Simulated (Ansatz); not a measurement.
Two isomers of C4H8S: A = `C[C@H]1C[C@@H]1S`, B = `C=CC(C)S`.

Gas-phase electronic energies from Ansatz, PBE0-D4/def2-TZVP geometries. CBS: MP2 limit from def2 TZ/QZ plus the TZ coupled-cluster correction, frozen cores. Functionals use def2-TZVPP. B3LYP here is the variant with VWN-RPA as its local correlation; programs differ in this. Each species was taken in one conformer, which may not be the lowest.

(1) Which isomer does CCSD(T)/CBS put lower? Give the gap. (Estimate.)

(2) Give E(B) − E(A) in kJ/mol with HF/def2-TZVPP, ωB97M-V, B3LYP, B2PLYP, CCSD/def2-TZVPP, PBE0-D4, B3LYP-D4. (Estimate.)

Largest T1 diagnostic: 0.010.

Results:

(1) Computed: B, by 24.3 kJ/mol.

(2) The calculation gave: HF/def2-TZVPP -26.3, ωB97M-V -15.0, B3LYP -24.6, B2PLYP -22.6, CCSD/def2-TZVPP -20.4, PBE0-D4 -5.5, B3LYP-D4 -27.9. None reverses the order clearly.

In def2-TZVPP, CCSD(T) changes the Hartree–Fock value by +3.7 kJ/mol (the triples alone add −2.2 kJ/mol) and MP2 by +13.8 kJ/mol. The D4 term adds −3.3 kJ/mol with B3LYP and −1.8 kJ/mol with PBE0; it sums over pairs of atoms, weighted by their polarisabilities, and B3LYP, whose exchange is more repulsive, gets the larger term.
